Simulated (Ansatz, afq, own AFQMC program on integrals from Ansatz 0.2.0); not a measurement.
AFQMC on a folder of integrals that Ansatz 0.2.0 wrote.

```yaml
crystal:
  periodic: [false, false, false]
  atoms:
    - {symbol: Ge, position_ang: [-1.802033, 0.000000, 0.000000]}
    - {symbol: H, position_ang: [-2.313483, 1.446599, 0.000000]}
    - {symbol: H, position_ang: [-2.313483, -0.723300, 1.252792]}
    - {symbol: H, position_ang: [-2.313483, -0.723299, -1.252791]}
    - {symbol: H, position_ang: [0.062967, 0.000000, 0.000000]}
    - {symbol: Br, position_ang: [1.724967, 0.000000, 0.000000]}
basis:
  gaussian: {orbitals: cc-pVTZ}
magnetization: {spin_polarized: true, initial_magnetization: 1}
correlation: {method: ccsd_t, electrons: outside_noble_gas, hamiltonian_folder: ham}
```

```sh
$ ansatz run in.yaml --threads 1 --pin off --events-out ev --progress --plain --max-ram 24576MiB --backend cuda --devices 0, --max-vram 18GiB
```

Options of the walk:

```
--method phaseless --trial hf --walkers 600 --populations 10 --least-time 40 --time-step 0.005 --steps-per-block 20 --equilibration-blocks 112 --max-blocks 4000 --target-error 0.00115 --factor-cut 1e-05 --start spin_pure --seed 5994 --taylor-order 6
```

Times are imaginary, in 1/Eh. The walk had a cap of 96 s. With eight or more populations the least sampling time is a fifth of least-time, and the error comes from their spread. Filled inner d shells are frozen with the cores.

afq prints:

```
orbitals 114  electrons 8 7  factors 756 of 861
reference energy -4650.14128226 Eh
CCSD correlation -0.33867205 Eh in 11 cycles, weight of the determinant in the CISD state 0.8478
energy of the start -4650.142241 Eh
 block  time / (1/Eh)  mean weight  energy / Eh
     1     0.100  1.0021  -4650.218216
     2     0.200  1.0028  -4650.271167
     3     0.300  1.0023  -4650.312481
     4     0.400  1.0018  -4650.342846
     5     0.500  1.0019  -4650.368596
    10     1.000  1.0000  -4650.435440
    55     5.500  0.9994  -4650.490397
    82     8.200  1.0007  -4650.508511
   100    10.000  1.0003  -4650.504479
   145    14.500  0.9995  -4650.488908
   190    19.000  0.9998  -4650.488746
   235    23.500  1.0010  -4650.500250
   280    28.000  0.9993  -4650.484556
   298    29.800  1.0006  -4650.476996
   325    32.500  0.9998  -4650.499043
   370    37.000  0.9994  -4650.494014
   388    38.800  1.0008  -4650.483206
error from the spread of 10 populations
energy -4650.489174 +/- 0.001089 Eh
(rows thinned)
```

The run passed its tests (sampling time, drift between the halves within three errors, error under three times the target), which doesn't prove that it has relaxed.

Against this walk (error 29.6 meV) on the same determinant: CCSD(T) 55.0 meV lower (within the noise), the released energy of a separate walk with a CISD trial 106.3 ± 30.8 meV lower, a separate phaseless walk with a CISD trial and standard settings 87.9 ± 30.2 meV lower. The error is statistical and leaves out the bias of the constraint. AFQMC with the constraint released is the surest value here, so the walk's 106 meV above it is most likely the bias of the constraint with this trial, which can have either sign.

Cautions: constraint bias not in the error; no relativity below Rb; no spin-orbit coupling; inner d shell frozen.

The walk took 33 s on 1 × NVIDIA H100 80GB HBM3 with 2 threads of AMD EPYC 7R13 Processor (Zen 3) (shared host) (the card was shared). The log's last line is the phaseless energy.

A walk keeps the symmetry of its determinant, which the program's search chose and which needn't be the lowest solution, so a lower state of the same spin and another symmetry isn't excluded.
